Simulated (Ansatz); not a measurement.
Ansatz (a program for electronic structure) input (CCSD(T)/cc-pCVQZ): A basis named .json is the Basis Set Exchange file of that set (core-valence sets with the plain set on hydrogen).

Ansatz 0.2 input:
```yaml
crystal:
  periodic: [false, false, false]
  atoms:
    - {symbol: F, position_ang: [-0.00000000, -0.00000000, -0.69824324]}
    - {symbol: F, position_ang: [0.00000000, 0.00000000, 0.69824324]}
basis:
  gaussian:
    orbitals: cc-pCVQZ.json
magnetization: {spin_polarized: false}
correlation: {method: ccsd_t, electrons: outside_noble_gas}
```

Output:

```
Functional definition: HF
integrals: 0.48 GiB planned
1105 factors; integrals over basis functions are off by at most 1.1e-3 eV
mean field: 0.42 GiB planned
mean field evaluation 1: about -5408.2479 eV, gradient 2.2e1 eV
mean field evaluation 2: about -5408.2528 eV, gradient 2.2e1 eV
mean field evaluation 4: about -5408.8158 eV, gradient 1.1e0 eV
mean field evaluation 8: about -5408.8186 eV, gradient 4.3e-6 eV
mean field evaluation 16: about -5408.8184 eV, gradient 3.1e-1 eV
mean field -5408.81856579 eV, -198.7704160640 hartree, gradient 1.4e-6 eV, S^2 0.000000; 0 other end points of the search recorded, 0 dependent functions left out; unrestricted orbitals would lower it
2 core orbitals not correlated
reference -5408.81856579 eV, -198.7704160640 hartree; 7, 7 occupied and 159, 159 virtual orbitals, 1105 factors
second order -15.60421825 eV of doubles, -0.00000000 eV of singles
coupled cluster: 1.16 GiB planned
cycle   1  -15.12204249 eV  change    4.8e-1 eV  update   7.2e-2
cycle   2  -15.50967341 eV  change   -3.9e-1 eV  update   2.5e-2
cycle   3  -15.58539761 eV  change   -7.6e-2 eV  update   9.7e-3
cycle   4  -15.58210888 eV  change    3.3e-3 eV  update   2.0e-3
cycle   5  -15.58402538 eV  change   -1.9e-3 eV  update   8.6e-4
cycle   6  -15.58455134 eV  change   -5.3e-4 eV  update   3.3e-4
cycle   7  -15.58428209 eV  change    2.7e-4 eV  update   1.2e-4
cycle   8  -15.58429812 eV  change   -1.6e-5 eV  update   3.4e-5
cycle   9  -15.58427006 eV  change    2.8e-5 eV  update   9.6e-6
cycle  10  -15.58427819 eV  change   -8.1e-6 eV  update   2.4e-6
coupled cluster: 1.16 GiB planned
perturbative correction -0.56640846 eV, -0.0208151270 hartree
Total energy: -5424.96925244 eV, -199.3639428511 hartree
```
